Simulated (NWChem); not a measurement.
A series in which one site is exchanged, each optimised at PBE0/def2-SVP with NWChem, gas phase unless a solvent is named. For some, no frequency run checked for a minimum. def2 effective core potentials on Sn; no spin-orbit coupling.

A: CSC (C₂H₆S; site = C)
B: C[S][SnH3] (CH6SSn; site = Sn)
C: C[S][GeH3] (CH₆GeS; site = Ge)
D: CS[SiH3] (CH₆SSi; site = Si)

| quantity | A | B | C | D |
|---|---|---|---|---|
| dipole (D), PBE0/def2-SVP | 1.55 | 1.59 | 1.48 | … |
| orbital gap (eV), PBE0/def2-SVP | 7.75 | 6.33 | 7.07 | … |
| vertical ionisation energy, ΔSCF, PBE/def2-SVP (eV) | 8.49 | 8.60 | 8.76 | … |
| static polarisability, PBE/def2-SVPD (bohr³) | 50.3 | 81.3 | 70.2 | … |
| lowest singlet excitation, PBE/def2-SVPD, TDA (eV) | 5.06 | 4.29 | 4.80 | 5.06 |

**Question.** Fill in the missing entries.

**Answer.** 
- dipole (D), PBE0/def2-SVP, D: 1.47
- orbital gap (eV), PBE0/def2-SVP, D: 7.38
- vertical ionisation energy, ΔSCF, PBE/def2-SVP (eV), D: 8.97
- static polarisability, PBE/def2-SVPD (bohr³), D: 66.0
